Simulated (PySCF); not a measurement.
# C2H4F2O: the cost of one run

Computed with PySCF 2.14.0, with density-fitted response routines of our own, on a single molecule in the gas phase. Atoms count from 0, in the outputs and in this text.

**1. Starting geometry**

9 atoms, charge 0, multiplicity 1; geometry from: GFN2-xTB. The atoms were then displaced at random by about 0.01 Å, so the start is not that level's minimum.

Bonds of the start (Å): C0–O1 1.44, O1–C2 1.36, C2–F3 1.36, C2–F4 1.32, C0–H5 1.09, C0–H6 1.11, C0–H7 1.06, C2–H8 1.13.

**2. Geometry optimisation at PBE0-D3(BJ)/def2-SVP**

The job: settings as JSON, then the geometry in Å.

```
{"job": {"xc": "PBE0", "basis": "def2-SVP", "d3": "d3bj", "grid": 1, "shake": 0.01, "kind": "geom"}, "charge": 0, "multiplicity": 1}
C      1.194130    -0.218950     0.202660
O     -0.158810    -0.642130     0.438170
C     -1.125790     0.139480    -0.112350
F     -1.123590     0.010070    -1.463480
F     -2.300160    -0.260650     0.344110
H      1.401630    -0.214820    -0.871530
H      1.326940     0.819750     0.582050
H      1.831530    -0.882160     0.727890
H     -0.988070     1.232250     0.118760
```

Run with:

```bash
$ OMP_NUM_THREADS=1 python probes_run.py task.json out
```

The driver reads the jobs from task.json and runs them one after another.

Q: Estimate the wall time and peak memory of this first job on 1 thread of Arm Neoverse V1, shared host.

About 18 s, with a peak of 0.38 GiB.
